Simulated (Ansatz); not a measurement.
Ansatz (a quantum-chemistry and plane-wave program) input (revPBE/def2-TZVPD):

Ansatz 0.2 input:
```yaml
crystal:
  periodic: [false, false, false]
  atoms:
    - {symbol: C, position_ang: [1.53627673, 0.57214827, 0.32255110]}
    - {symbol: C, position_ang: [0.05198928, 0.83817034, 0.12503813]}
    - {symbol: S, position_ang: [-0.85436042, -0.66617625, -0.25128999]}
    - {symbol: H, position_ang: [-1.61383760, -0.85876183, 0.86582543]}
    - {symbol: H, position_ang: [-0.11397751, 1.50680258, -0.72768466]}
    - {symbol: H, position_ang: [2.07101338, 1.53091325, 0.40204664]}
    - {symbol: H, position_ang: [1.72829395, 0.03199031, 1.26074749]}
    - {symbol: H, position_ang: [2.06867853, -0.01403613, -0.46583059]}
basis:
  gaussian:
    orbitals: def2-TZVPD
hamiltonian:
  xc: {name: revPBE}
total_charge: -1
output: {forces: true}
```

Output:

```
Functional definition: revPBE
integrals: 0.07 GiB planned
896 factors; their error is unknown
mean field: 0.59 GiB planned
mean field evaluation 1: about -12982.6433 eV, gradient 4.7e1 eV
mean field evaluation 2: about -12933.2133 eV, gradient 1.2e2 eV
mean field evaluation 4: about -12988.2369 eV, gradient 8.8e0 eV
mean field evaluation 8: about -12988.4306 eV, gradient 8.1e-2 eV
mean field evaluation 16: about -12988.4012 eV, gradient 3.3e-4 eV
mean field -12988.40115423 eV, -477.3149385635 hartree, gradient 1.3e-5 eV, S^2 0.000000; 1 other end points of the search recorded, 0 dependent functions left out
the calculation of the forces begins
reference -12988.40122496 eV, -477.3149411626 hartree; 17, 17 occupied and 148, 148 virtual orbitals, 896 factors
Total energy: -12988.40122496 eV, -477.3149411626 hartree
Atom 0 at     1.536277     0.572148     0.322551 Å, force    -0.059761     0.031408     0.054278 eV/Å
Atom 1 at     0.051989     0.838170     0.125038 Å, force    -0.106451    -0.112391     0.167660 eV/Å
Atom 2 at    -0.854360    -0.666176    -0.251290 Å, force     0.048617     0.016909    -0.237902 eV/Å
Atom 3 at    -1.613838    -0.858762     0.865825 Å, force    -0.169048    -0.078330     0.232309 eV/Å
Atom 4 at    -0.113978     1.506803    -0.727685 Å, force    -0.060673     0.171845    -0.244726 eV/Å
Atom 5 at     2.071013     1.530913     0.402047 Å, force     0.141185     0.244355     0.032891 eV/Å
Atom 6 at     1.728294     0.031990     1.260747 Å, force     0.065768    -0.116828     0.234602 eV/Å
Atom 7 at     2.068679    -0.014036    -0.465831 Å, force     0.140363    -0.156968    -0.239111 eV/Å
Dipole moment:     0.165018    -0.156200    -0.049174 e Å
```

It need not be the lowest isomer of its formula. Whether it binds its extra electron was not tested at this geometry.
